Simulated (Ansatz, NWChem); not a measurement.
## The same job for Ansatz

NWChem 7.3.0 runs this on CH3P (phosphethene):

run.py:
```python
from ase import Atoms
from ase.calculators.nwchem import NWChem

system = Atoms(['C', 'P', 'H', 'H', 'H'], positions=[
    [-0.215490, -0.492820, 0.091040],
    [0.745240, 0.776720, 0.571430],
    [-0.319450, -1.355480, 0.729180],
    [-0.760850, -0.526780, -0.836820],
    [0.550550, 1.598360, -0.554830],
])

calc = NWChem(
    label='ch3p',
    theory='scf',
    memory='2200 mb',
    basis='STO-3G',
    basispar='spherical bse',
    scf={'nopen': '0', 'rhf': None, 'thresh': '1e-08', 'maxiter': '80'},
)
system.calc = calc

forces = system.get_forces()
e = system.get_potential_energy()
print(f"E = {e:.6f} eV")
print("forces (eV/A):")
for s, f in zip(system.symbols, forces):
    print(f"{s:2s} {f[0]:10.5f} {f[1]:10.5f} {f[2]:10.5f}")
print("dipole (e A):", system.get_dipole_moment().round(4))
```

```bash
$ export ASE_NWCHEM_COMMAND="nwchem PREFIX.nwi > PREFIX.nwo"
$ python run.py
```

The shape is that of a GFN2-xTB optimisation.

The shape isn't stationary at this level (largest force 2.9 eV/Å).

It gives a total energy of -375.985918 Eh.

Problem. How is this level of theory, on these atoms, set up in Ansatz 0.2.0 as an input file of the program's own, asking for the energy?

Solution. This input was run:

run.yaml:
```yaml
basis:
  gaussian: {orbitals: STO-3G}
crystal:
  periodic: [false, false, false]
  atoms:
    - symbol: C
      position_ang: [-0.215490, -0.492820, 0.091040]
    - symbol: P
      position_ang: [0.745240, 0.776720, 0.571430]
    - symbol: H
      position_ang: [-0.319450, -1.355480, 0.729180]
    - symbol: H
      position_ang: [-0.760850, -0.526780, -0.836820]
    - symbol: H
      position_ang: [0.550550, 1.598360, -0.554830]
magnetization: {spin_polarized: false, initial_magnetization: 0}
hamiltonian: {xc: hf}
accuracy: high
```

```bash
$ ansatz run run.yaml --threads 1 --pin off --max-ram 2610MiB --events-out events.jsonl --progress --plain --runs-dir runs
```

Its energy is -375.985918 Eh, the same as the first but for the last digit, at most.
